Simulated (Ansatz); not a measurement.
**BH3NS (charge -1): molecular dynamics**

Purpose: to follow the molecule's vibrations and see whether its bonds hold. The start is relaxed first. Runs: 40 steps of 3 fs at constant energy, with velocities drawn for 400 K; 240 steps of 1 fs at constant energy, with velocities drawn for 500 K. SMILES of the start: [NH-]BS.

All numbers below are computed with Ansatz 0.2.0 (RKS PBE0-D4/def2-SVP).

## 1. The structure to begin with

Bond lengths: N1–B2 1.321 Å, B2–S3 1.997 Å, N1–H4 1.016 Å, B2–H5 1.187 Å, S3–H6 1.328 Å. Angles: N1–B2–S3 125.6°, N1–B2–H5 126.2°, S3–B2–H5 108.2°, B2–N1–H4 122.2°, B2–S3–H6 95.3°.

Structure file:

```xyz
6

N    -0.5969   -0.1706   -1.1550
B     0.4002   -0.4592   -0.3385
S     0.6621    0.2968    1.4915
H    -1.3321    0.4839   -0.9026
H     1.2926   -1.2092   -0.5608
H    -0.4258    1.0584    1.4654
```

## 2. Preparing the start

input.yaml reads:

```yaml
crystal:
  periodic: [false, false, false]
  atoms:
    - { symbol: "N", position_ang: [-0.59689, -0.17058, -1.15498] }
    - { symbol: B, position_ang: [0.40016, -0.45922, -0.33854] }
    - { symbol: S, position_ang: [0.66208, 0.29675, 1.49155] }
    - { symbol: H, position_ang: [-1.33212, 0.48386, -0.9026] }
    - { symbol: H, position_ang: [1.29261, -1.20925, -0.5608] }
    - { symbol: H, position_ang: [-0.42584, 1.05844, 1.46537] }
total_charge: -1
basis:
  gaussian: { orbitals: def2-SVP }
hamiltonian:
  xc: pbe0
  dispersion: d4
relax:
  f_tol: 0.02
  max_steps: 40
```

Started as:

```bash
$ ansatz run input.yaml --threads 1 --pin off --max-ram 2048MiB --backend cpu --events-out ev --progress --plain --runs-dir out
```

Standard output, cut to the lines that bear on the results:

```text
Warning: RAYON_NUM_THREADS=1 ignored (pool sized by the plan → 1); use --threads N
[...]
Functional definition: PBE0
[...]
659 factors; integrals over basis functions are off by at most 2.6e-4 eV
[...]
mean field -13040.34781160 eV, -479.2239430111 hartree, gradient 3.4e-5 eV, S^2 0.000000; 0 other end points of the search recorded, 0 dependent functions left out
[...]
reference -13040.34783172 eV, -479.2239437504 hartree; 16, 16 occupied and 45, 45 virtual orbitals, 659 factors
relax step   1: F+E_penalty+E_count = -13040.44128069 eV  Δ(F+E_penalty+E_count) = +0.000e0 eV  max|allowed force component| = 1.416e0 eV/Å  Δτ_max = 0.0000 Å  (23 SCF iters, accepted)
[...]
relax step   6: F+E_penalty+E_count = -13040.54114511 eV  Δ(F+E_penalty+E_count) = -1.733e-3 eV  max|allowed force component| = 4.025e-2 eV/Å  Δτ_max = 0.0323 Å  (23 SCF iters, accepted)
[...]
relax step   7: F+E_penalty+E_count = -13040.54133129 eV  Δ(F+E_penalty+E_count) = -1.862e-4 eV  max|allowed force component| = 2.929e-3 eV/Å  Δτ_max = 0.0065 Å  (22 SCF iters, accepted)
659 factors; integrals over basis functions are off by at most 3.4e-4 eV
mean field -13040.44761124 eV, -479.2276105804 hartree, gradient 1.3e-5 eV, S^2 0.000000; 1 other end points of the search recorded, 0 dependent functions left out
[...]
reference -13040.44763093 eV, -479.2276113039 hartree; 16, 16 occupied and 45, 45 virtual orbitals, 659 factors
Total energy: -13040.54135098 eV, -479.2310554521 hartree
Atom 0 at    -0.613775    -0.189450    -1.215866 Å, force    -0.001800     0.000609    -0.000763 eV/Å
Atom 1 at     0.379336    -0.441807    -0.333188 Å, force     0.002929    -0.001526     0.000765 eV/Å
Atom 2 at     0.651016     0.282161     1.447076 Å, force     0.000464    -0.000699    -0.000461 eV/Å
Atom 3 at    -1.295357     0.484219    -0.850273 Å, force     0.000228     0.000545     0.001076 eV/Å
Atom 4 at     1.316926    -1.219355    -0.546450 Å, force    -0.000593     0.000720     0.000479 eV/Å
Atom 5 at    -0.438146     1.084232     1.498701 Å, force    -0.001227     0.000350    -0.001095 eV/Å
Dipole moment:    -0.062239     0.418508     0.726193 e Å
```

It took 10 s on 1 thread of Arm Neoverse V2, shared host; peak memory 0.12 GiB.

The steps of the relaxation:

| step | energy from step 1 (eV) | largest force component (eV/Å) |
| --- | --- | --- |
| 1 | 0.0000 | 1.4160 |
| 2 | -0.0615 | 0.7385 |
| 3 | -0.0919 | 0.2153 |
| 4x | -0.0918 | 0.2331 |
| 5 | -0.0981 | 0.0645 |
| 6 | -0.0999 | 0.0402 |
| 7 | -0.1001 | 0.0029 |

Step 1 is the start. 1 step was tried and not accepted (marked x).

After: Bond lengths: N1–B2 1.352 Å, B2–S3 1.941 Å, N1–H4 1.026 Å, B2–H5 1.237 Å, S3–H6 1.354 Å. Angles: N1–B2–S3 129.2°, N1–B2–H5 124.2°, S3–B2–H5 106.7°, B2–N1–H4 112.2°, B2–S3–H6 98.2°.

## 3. Run 1

40 steps of 3 fs at constant energy, with velocities drawn for 400 K, from the relaxed start.

input.yaml reads:

```yaml
crystal:
  periodic: [false, false, false]
  atoms:
    - { symbol: "N", position_ang: [-0.613775, -0.18945, -1.215866] }
    - { symbol: B, position_ang: [0.379336, -0.441807, -0.333188] }
    - { symbol: S, position_ang: [0.651016, 0.282161, 1.447076] }
    - { symbol: H, position_ang: [-1.295357, 0.484219, -0.850273] }
    - { symbol: H, position_ang: [1.316926, -1.219355, -0.54645] }
    - { symbol: H, position_ang: [-0.438146, 1.084232, 1.498701] }
total_charge: -1
basis:
  gaussian: { orbitals: def2-SVP }
hamiltonian:
  xc: pbe0
  dispersion: d4
md:
  timestep: 3.0
  n_steps: 40
  ensemble: nve
  temperature: 400.0
  initial_velocities: maxwell_boltzmann
  seed: 318122
```

Started as:

```bash
$ ansatz run input.yaml --threads 1 --pin off --max-ram 2048MiB --backend cpu --events-out ev --progress --plain --runs-dir out
```

Standard output, cut to the lines that bear on the results:

```text
Warning: RAYON_NUM_THREADS=1 ignored (pool sized by the plan → 1); use --threads N
[...]
[... 1 set-up line as earlier in the session ...]
[...]
663 factors; integrals over basis functions are off by at most 3.4e-4 eV
[...]
mean field -13040.44761534 eV, -479.2276107308 hartree, gradient 4.5e-5 eV, S^2 0.000000; 0 other end points of the search recorded, 0 dependent functions left out
[...]
reference -13040.44763502 eV, -479.2276114539 hartree; 16, 16 occupied and 45, 45 virtual orbitals, 663 factors
md step     0: t =     0.00 fs  T =   400.0 K  F+E_penalty+E_count = -13040.54133538 eV  E_kin = 0.206816 eV  conserved = -13040.33451939 eV  (23 SCF iters)
[...]
md step    10: t =    30.00 fs  T =   340.0 K  F+E_penalty+E_count = -13040.38604472 eV  E_kin = 0.175811 eV  conserved = -13040.21023381 eV  (27 SCF iters, 7 dispersion substeps)
[...]
md step    39: t =   117.00 fs  T = 6388245.2 K  F+E_penalty+E_count = -13025.89929135 eV  E_kin = 3302.978257 eV  conserved = -9722.92103402 eV  (248 SCF iters)
[...]
md step    40: t =   120.00 fs  T = 6387935.6 K  F+E_penalty+E_count = -13025.72019729 eV  E_kin = 3302.818193 eV  conserved = -9722.90200458 eV  (1396 SCF iters)
Total energy: -13025.72023414 eV, -478.6863894544 hartree
Atom 0 at    21.941872   -23.915011   -22.425541 Å, force     0.000173    -0.000180    -0.000167 eV/Å
Atom 1 at     0.513158    -0.591202    -0.390587 Å, force     0.302710    -2.339158    -4.903042 eV/Å
Atom 2 at     0.554967     0.130773     1.028736 Å, force     0.148503     2.940598     5.009425 eV/Å
Atom 3 at  -313.356772   336.632341   308.393590 Å, force    -0.000003     0.000003     0.000003 eV/Å
Atom 4 at     1.292684    -1.498242    -0.565056 Å, force    -0.320316    -0.262433    -0.128309 eV/Å
Atom 5 at    -0.162251     1.318560     0.920654 Å, force    -0.131066    -0.338830     0.022090 eV/Å
Dipole moment:   110.764710  -118.440431  -107.881022 e Å
```

It took 3.5 min on 1 thread of Arm Neoverse V2, shared host; peak memory 0.14 GiB.

## 4. Frames and traces

The trajectory, every 3 steps (energies from step 0):

| time (fs) | T (K) | potential energy change (meV/atom) | total energy change (meV/atom) |
| --- | --- | --- | --- |
| 0.0 | 400 | 0.0 | 0.00 |
| 9.0 | 103 | 49.7 | 24.17 |
| 18.0 | 185 | 59.2 | 40.69 |
| 27.0 | 181 | 77.0 | 58.14 |
| 36.0 | 2081 | 349.9 | 494.68 |
| 45.0 | 4327 | 122.5 | 460.90 |
| 54.0 | 6388939 | 2416.6 | 552938.29 |
| 63.0 | 6387530 | 2506.6 | 552906.87 |
| 72.0 | 6388551 | 2411.9 | 552900.15 |
| 81.0 | 6387634 | 2497.8 | 552907.02 |
| 90.0 | 6388141 | 2451.4 | 552904.35 |
| 99.0 | 6387746 | 2486.9 | 552905.77 |
| 108.0 | 6387920 | 2470.6 | 552904.51 |
| 117.0 | 6388245 | 2440.3 | 552902.25 |
| 120.0 | 6387936 | 2470.2 | 552905.42 |

time (fs), T (K) and a bar:
```
      0.0        400 
      6.0        204 
      9.0        103 
     15.0        236 
     21.0        291 
     27.0        181 
     30.0        340 
     36.0       2081 
     42.0        888 
     48.0    1500594 #######
     51.0    6397928 ##############################
     57.0    6387528 ##############################
     63.0    6387530 ##############################
     69.0    6388272 ##############################
     72.0    6388551 ##############################
     78.0    6387734 ##############################
     84.0    6388013 ##############################
     90.0    6388141 ##############################
     93.0    6387926 ##############################
     99.0    6387746 ##############################
    105.0    6387858 ##############################
    111.0    6388077 ##############################
    114.0    6388307 ##############################
    120.0    6387936 ##############################
```

Bonds that form or break, judged by distance (formed within 1.15 times the sum of covalent radii and held on average over 12 fs, broken when stretched by half; pairs already stretched at the start don't count as bonds):

| time (fs) | bond | event |
| --- | --- | --- |
| 42.0 | N1–H4 | breaks |
| 54.0 | N1–B2 | breaks |

On run 1: The temperature runs away to 6397928 K: the integration has become unstable, and nothing after that is physical.

## 5. Run 2

240 steps of 1 fs at constant energy, with velocities drawn for 500 K, from the relaxed start.

Edit input.yaml of step 3 so:

```diff
@@ -16,7 +16,7 @@
 md:
-  timestep: 3.0
-  n_steps: 40
+  timestep: 1.0
+  n_steps: 240
   ensemble: nve
-  temperature: 400.0
+  temperature: 500.0
   initial_velocities: maxwell_boltzmann
-  seed: 318122
+  seed: 345864
```

Started as:

```bash
$ ansatz run input.yaml --threads 1 --pin off --max-ram 2048MiB --backend cpu --events-out ev --progress --plain --runs-dir out
```

Standard output, cut to the lines that bear on the results:

```text
Warning: RAYON_NUM_THREADS=1 ignored (pool sized by the plan → 1); use --threads N
[...]
[... 1 set-up line as earlier in the session ...]
[...]
663 factors; integrals over basis functions are off by at most 3.4e-4 eV
[...]
mean field -13040.44761534 eV, -479.2276107308 hartree, gradient 4.5e-5 eV, S^2 0.000000; 0 other end points of the search recorded, 0 dependent functions left out
[...]
reference -13040.44763502 eV, -479.2276114539 hartree; 16, 16 occupied and 45, 45 virtual orbitals, 663 factors
md step     0: t =     0.00 fs  T =   500.0 K  F+E_penalty+E_count = -13040.54133538 eV  E_kin = 0.258520 eV  conserved = -13040.28281539 eV  (23 SCF iters)
[...]
md step    18: t =    18.00 fs  T =   158.5 K  F+E_penalty+E_count = -13040.36337258 eV  E_kin = 0.081952 eV  conserved = -13040.28142051 eV  (24 SCF iters, 3 dispersion substeps)
[...]
md step    36: t =    36.00 fs  T =   293.7 K  F+E_penalty+E_count = -13040.43391722 eV  E_kin = 0.151875 eV  conserved = -13040.28204184 eV  (23 SCF iters, 3 dispersion substeps)
[...]
md step    54: t =    54.00 fs  T =   219.2 K  F+E_penalty+E_count = -13040.39432357 eV  E_kin = 0.113361 eV  conserved = -13040.28096292 eV  (24 SCF iters, 3 dispersion substeps)
[...]
md step    70: t =    70.00 fs  T =   342.4 K  F+E_penalty+E_count = -13040.45944679 eV  E_kin = 0.177041 eV  conserved = -13040.28240611 eV  (24 SCF iters, 3 dispersion substeps)
md step    71: t =    71.00 fs  T =   335.9 K  F+E_penalty+E_count = -13040.45609432 eV  E_kin = 0.173686 eV  conserved = -13040.28240817 eV  (24 SCF iters, 3 dispersion substeps)
```

## 6. The output, continued: dynamics from the start

Output, continued, cut to the lines that bear on the results:

```text
md step    72: t =    72.00 fs  T =   309.2 K  F+E_penalty+E_count = -13040.44169187 eV  E_kin = 0.159890 eV  conserved = -13040.28180206 eV  (24 SCF iters, 3 dispersion substeps)
[...]
md step    94: t =    94.00 fs  T =   364.6 K  F+E_penalty+E_count = -13040.47032875 eV  E_kin = 0.188513 eV  conserved = -13040.28181605 eV  (24 SCF iters, 3 dispersion substeps)
[...]
md step   116: t =   116.00 fs  T =   124.6 K  F+E_penalty+E_count = -13040.34543932 eV  E_kin = 0.064434 eV  conserved = -13040.28100509 eV  (25 SCF iters, 3 dispersion substeps)
[...]
md step   138: t =   138.00 fs  T =   290.9 K  F+E_penalty+E_count = -13040.43246237 eV  E_kin = 0.150391 eV  conserved = -13040.28207098 eV  (24 SCF iters, 3 dispersion substeps)
[...]
md step   160: t =   160.00 fs  T =   393.9 K  F+E_penalty+E_count = -13040.48634597 eV  E_kin = 0.203646 eV  conserved = -13040.28269971 eV  (23 SCF iters, 3 dispersion substeps)
md step   161: t =   161.00 fs  T =   395.9 K  F+E_penalty+E_count = -13040.48738970 eV  E_kin = 0.204674 eV  conserved = -13040.28271541 eV  (24 SCF iters, 3 dispersion substeps)
md step   162: t =   162.00 fs  T =   370.9 K  F+E_penalty+E_count = -13040.47367309 eV  E_kin = 0.191781 eV  conserved = -13040.28189236 eV  (24 SCF iters, 3 dispersion substeps)
```

## 7. More of the same log: dynamics from the start

Output, continued, cut to the lines that bear on the results:

```text
md step   163: t =   163.00 fs  T =   340.7 K  F+E_penalty+E_count = -13040.45734403 eV  E_kin = 0.176176 eV  conserved = -13040.28116818 eV  (24 SCF iters, 3 dispersion substeps)
[...]
md step   181: t =   181.00 fs  T =    96.5 K  F+E_penalty+E_count = -13040.33157729 eV  E_kin = 0.049895 eV  conserved = -13040.28168226 eV  (25 SCF iters, 3 dispersion substeps)
[...]
md step   199: t =   199.00 fs  T =   349.1 K  F+E_penalty+E_count = -13040.46217271 eV  E_kin = 0.180506 eV  conserved = -13040.28166675 eV  (24 SCF iters, 3 dispersion substeps)
[...]
md step   217: t =   217.00 fs  T =   230.6 K  F+E_penalty+E_count = -13040.40155576 eV  E_kin = 0.119254 eV  conserved = -13040.28230164 eV  (24 SCF iters, 3 dispersion substeps)
[...]
md step   239: t =   239.00 fs  T =   223.5 K  F+E_penalty+E_count = -13040.39698488 eV  E_kin = 0.115570 eV  conserved = -13040.28141496 eV  (23 SCF iters, 3 dispersion substeps)
[...]
md step   240: t =   240.00 fs  T =   245.5 K  F+E_penalty+E_count = -13040.40880079 eV  E_kin = 0.126914 eV  conserved = -13040.28188679 eV  (24 SCF iters, 3 dispersion substeps)
Total energy: -13040.40882080 eV, -479.2261850577 hartree
Atom 0 at    -0.637650    -0.226052    -1.283451 Å, force    -0.479082     0.448597     0.123304 eV/Å
Atom 1 at     0.366690    -0.397943    -0.408012 Å, force     0.397981    -0.523608     0.451713 eV/Å
Atom 2 at     0.662219     0.278801     1.506620 Å, force     0.009284    -0.217268    -0.787102 eV/Å
Atom 3 at    -1.416037     0.373699    -0.967473 Å, force     0.363862    -0.115719    -0.023533 eV/Å
Atom 4 at     1.303574    -1.206732    -0.668671 Å, force    -0.216946     0.526145     0.392088 eV/Å
Atom 5 at    -0.193055     1.327222     1.585874 Å, force    -0.075098    -0.118146    -0.156470 eV/Å
Dipole moment:    -0.101690     0.433886     0.664325 e Å
```

Wall time 4.5 min (1 thread of Arm Neoverse V2, shared host); peak memory 0.11 GiB.

## 8. Frames and traces

One step in 13; energies are changes from step 0:

| time (fs) | T (K) | potential energy change (meV/atom) | total energy change (meV/atom) |
| --- | --- | --- | --- |
| 0.0 | 500 | 0.0 | 0.00 |
| 13.0 | 198 | 26.2 | 0.18 |
| 26.0 | 147 | 30.7 | 0.34 |
| 39.0 | 236 | 23.0 | 0.30 |
| 52.0 | 233 | 23.2 | 0.18 |
| 65.0 | 319 | 15.8 | 0.14 |
| 78.0 | 133 | 31.8 | 0.20 |
| 91.0 | 339 | 13.9 | 0.09 |
| 104.0 | 385 | 10.0 | 0.06 |
| 117.0 | 154 | 30.0 | 0.18 |
| 130.0 | 155 | 30.1 | 0.29 |
| 143.0 | 261 | 20.9 | 0.27 |
| 156.0 | 309 | 16.6 | 0.19 |
| 169.0 | 276 | 19.5 | 0.19 |
| 182.0 | 88 | 35.8 | 0.25 |
| 195.0 | 343 | 13.6 | 0.11 |
| 208.0 | 337 | 14.1 | 0.05 |
| 221.0 | 171 | 28.5 | 0.20 |
| 234.0 | 167 | 29.0 | 0.33 |
| 240.0 | 245 | 22.1 | 0.15 |

time (fs), T (K) and a bar:
```
      0.0        500 ##############################
     10.0        190 ######
     21.0        141 ###
     31.0        263 ############
     42.0        266 ############
     52.0        233 ##########
     63.0        314 ################
     73.0        278 #############
     83.0        108 
     94.0        365 ####################
    104.0        385 #####################
    115.0        113 
    125.0        169 #####
    136.0        220 #########
    146.0        247 ###########
    157.0        316 ################
    167.0        298 ###############
    177.0        138 ##
    188.0        179 #####
    198.0        349 ##################
    209.0        302 ###############
    219.0        171 #####
    230.0        277 #############
    240.0        245 ###########
```

Maxima of the velocity power spectrum (cm⁻¹, relative height; resolution about 280 cm⁻¹): 380 (100), 940 (40), 1490 (13), 2430 (18).

## 9. Positions and forces

Extended XYZ, with forces in eV/Å:

```xyz
6
time_fs=30.0 T=269 dE=0.1203
N    -0.624   -0.235   -1.291   -0.336    0.483    0.168
B     0.321   -0.387   -0.336    0.443   -0.218   -0.225
S     0.671    0.276    1.483   -0.062    0.026   -0.238
H    -1.407    0.426   -1.131    0.507   -0.371    0.243
H     1.334   -1.118   -0.543   -0.427    0.177    0.212
H    -0.222    1.272    1.709   -0.124   -0.097   -0.160
6
time_fs=60.0 T=252 dE=0.1302
N    -0.624   -0.163   -1.192   -0.267    0.084   -0.216
B     0.408   -0.508   -0.399    0.081    0.231    0.334
S     0.648    0.298    1.466    0.125   -0.454   -0.586
H    -1.291    0.538   -0.823    0.486   -0.421   -0.031
H     1.325   -1.332   -0.739   -0.551    0.627    0.533
H    -0.527    0.972    1.433    0.126   -0.067   -0.034
6
time_fs=90.0 T=312 dE=0.0978
N    -0.585   -0.160   -1.145   -1.299    0.025   -1.494
B     0.391   -0.442   -0.299    0.990   -0.718    0.209
S     0.638    0.275    1.402    0.495    0.181    1.202
H    -1.288    0.497   -0.800    0.065    0.103    0.081
H     1.304   -1.276   -0.539   -0.165    0.325    0.094
H    -0.523    0.951    1.534   -0.087    0.083   -0.093
6
time_fs=120.0 T=179 dE=0.1672
N    -0.662   -0.225   -1.324    1.262   -0.237    0.998
B     0.352   -0.433   -0.425   -0.855    0.298    0.038
S     0.680    0.291    1.530   -0.474   -0.129   -1.238
H    -1.362    0.407   -0.955   -0.448    0.404    0.142
H     1.273   -1.192   -0.612    0.426   -0.227   -0.020
H    -0.296    1.236    1.499    0.089   -0.109    0.081
6
time_fs=150.0 T=225 dE=0.1435
N    -0.609   -0.218   -1.248    0.450    0.167    0.837
B     0.343   -0.374   -0.273   -0.422   -0.364   -1.357
S     0.657    0.265    1.434   -0.018    0.566    0.889
H    -1.278    0.445   -0.850   -0.521    0.261   -0.157
H     1.296   -1.092   -0.430    0.634   -0.639   -0.233
H    -0.297    1.214    1.602   -0.123    0.009    0.021
6
time_fs=180.0 T=107 dE=0.2042
N    -0.609   -0.149   -1.149   -0.980    0.540   -0.478
B     0.410   -0.534   -0.388    0.877    0.201    1.054
S     0.638    0.306    1.438    0.082   -0.433   -0.383
H    -1.067    0.592   -0.591   -0.276   -0.215   -0.570
H     1.297   -1.317   -0.677    0.205   -0.221    0.103
H    -0.630    0.757    1.312    0.092    0.129    0.273
6
time_fs=210.0 T=266 dE=0.1228
N    -0.602   -0.207   -1.259   -0.122    0.593    1.097
B     0.333   -0.393   -0.266   -0.039   -0.909   -1.877
S     0.665    0.278    1.439   -0.013    0.245    0.732
H    -1.335    0.490   -0.984    0.529   -0.473   -0.119
H     1.279   -1.223   -0.508   -0.356    0.488    0.300
H    -0.478    0.946    1.735    0.001    0.057   -0.132
6
time_fs=240.0 T=245 dE=0.1325
N    -0.638   -0.226   -1.284   -0.479    0.449    0.123
B     0.367   -0.398   -0.408    0.398   -0.524    0.452
S     0.662    0.279    1.507    0.009   -0.217   -0.787
H    -1.416    0.374   -0.968    0.364   -0.116   -0.024
H     1.304   -1.207   -0.669   -0.217    0.526    0.392
H    -0.193    1.327    1.586   -0.075   -0.118   -0.157
```

On run 2: The temperature starts at 500 K and averages 243 K in the second half, where it ranges from 88 to 396 K. About half is expected from a start at a minimum: kinetic energy passes into potential energy until both shares match. The total energy strays from its start by at most 0.35 meV/atom, 1.7 % of the mean kinetic energy, so a step of 1 fs is short enough over this time. The bonds all hold.

## 10. What came out

```
                                 quantity                                      value
                  relaxation of the start                    5 moves, 0.100 eV lower
                            run 1: length                           40 steps of 3 fs
  run 1: temperature, first and last step                          400 and 6387936 K
          run 1: temperature, second half  mean 6387965 K, from 6387382 to 6388551 K
     run 1: potential energy, second half  +2467 meV/atom from this run's first step
run 1: largest change of the total energy                         553013.03 meV/atom
            run 1: bonds formed or broken                                          2
                            run 2: length                          240 steps of 1 fs
  run 2: temperature, first and last step                              500 and 245 K
          run 2: temperature, second half               mean 243 K, from 88 to 396 K
     run 2: potential energy, second half    +22 meV/atom from this run's first step
run 2: largest change of the total energy                              0.35 meV/atom
            run 2: bonds formed or broken                                          0
```

In words: Mean temperatures of the second halves: none that means anything (unstable run), 243 K. Bonds changed in run 1 (an artefact of the unstable or too long step). A run of 240 fs with 6 atoms shows the motion but fixes no equilibrium value. The nuclei move classically, without zero-point motion, which matters most for hydrogen.
